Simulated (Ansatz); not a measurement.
C5H8O can be A, `CC1C=COC1`, or B, `CC1=CCCO1`.

Program: Ansatz. Geometries: PBE0-D4/def2-TZVP. ΔE: electronic, gas phase. CCSD(T)/CBS is the MP2 limit (def2-TZVPP, def2-QZVPP) plus CCSD(T) − MP2 in def2-TZVPP, frozen cores. Functionals use def2-TZVPP. B3LYP here is the variant with VWN-RPA as its local correlation; programs differ in this.

(1) Which is lower in electronic energy at CCSD(T)/CBS, and by how much? (Estimate.)

(2) Give E(B) − E(A) in kJ/mol with r2SCAN-D4, PBE-D4, HF/def2-TZVPP, B3LYP-D4, PBE0-D4, ωB97M-V, MP2/def2-TZVPP. (Best estimate.)

Largest T1 diagnostic: 0.012.

## Answers

(1) The calculation gave: B, by 17.2 kJ/mol.

(2) Computed: r2SCAN-D4 -21.4, PBE-D4 -20.5, HF/def2-TZVPP -23.6, B3LYP-D4 -20.7, PBE0-D4 -21.6, ωB97M-V -19.4, MP2/def2-TZVPP -17.1. None reverses the order clearly.

In def2-TZVPP, CCSD(T) changes the Hartree–Fock value by +6.7 kJ/mol (the triples alone add +1.0 kJ/mol) and MP2 by +6.5 kJ/mol.
